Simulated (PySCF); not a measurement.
**Isomers of HCN: computed energies against enthalpies of formation**

**The experiment to reproduce.**

From Active Thermochemical Tables 1.112, for the gas at 0 K: enthalpy of formation of `C#N` 129.675 ± 0.095 kJ/mol; enthalpy of formation of `[C-]#[NH+]` (hydrogen isocyanide) 191.58 ± 0.57 kJ/mol.

How close the calculation comes is told at the end.

Differences of these values give the isomerisation enthalpies. Geometries: PBE0-D3(BJ)/def2-TZVP; runs in PySCF, gas phase, with a dispersion term only where the level names one. Total electronic energies (Eh):

```tsv
SMILES	PBE0-D3(BJ)/def2-TZVP	B97-2/pcSseg-2	KT3/pcSseg-2	PBE0/pcSseg-2	CAM-B3LYP/aug-cc-pVTZ	PBE0/aug-cc-pVTZ
C#N	-93.34609	-93.42341	-94.89588	-93.34504	-93.41482	-93.34355
[C-]#[NH+]	-93.32380	-93.40141	-94.87347	-93.32321	-93.39372	-93.32172
```

Geometry of `C#N` (Å):
```
atom  x, y, z in Å
C1    -0.0107   -0.0710   -0.0189
N2     1.0750    0.2677   -0.1561
H3    -1.0236   -0.3870    0.1091
```

Geometry of `[C-]#[NH+]` (Å):
```
atom  x, y, z in Å
C1     0.0723    1.1390   -0.2431
N2    -0.0014    0.0048    0.0056
H3    -0.0650   -0.9670    0.2184
```

Zero-point and thermal terms are left out, so the computed numbers are electronic energies.

## Comparison

Relative to `C#N`, the lowest by measurement, in kJ/mol (measured: enthalpies at 0 K; computed: electronic energies):

```tsv
SMILES	measured	PBE0-D3(BJ)/def2-TZVP	B97-2/pcSseg-2	KT3/pcSseg-2	PBE0/pcSseg-2	CAM-B3LYP/aug-cc-pVTZ	PBE0/aug-cc-pVTZ
C#N	0.0	0.0	0.0	0.0	0.0	0.0	0.0
[C-]#[NH+]	61.9	58.5	57.8	58.8	57.3	55.4	57.3
```

Measured values: 129.675 kJ/mol (0 K; Active Thermochemical Tables 1.112) for the first row; the others come from the same table. Unsigned miss: KT3/pcSseg-2 3.1, PBE0-D3(BJ)/def2-TZVP 3.4, B97-2/pcSseg-2 4.1, PBE0/aug-cc-pVTZ 4.6, PBE0/pcSseg-2 4.6, CAM-B3LYP/aug-cc-pVTZ 6.5 kJ/mol. Where a level misses, the cause wasn't examined.
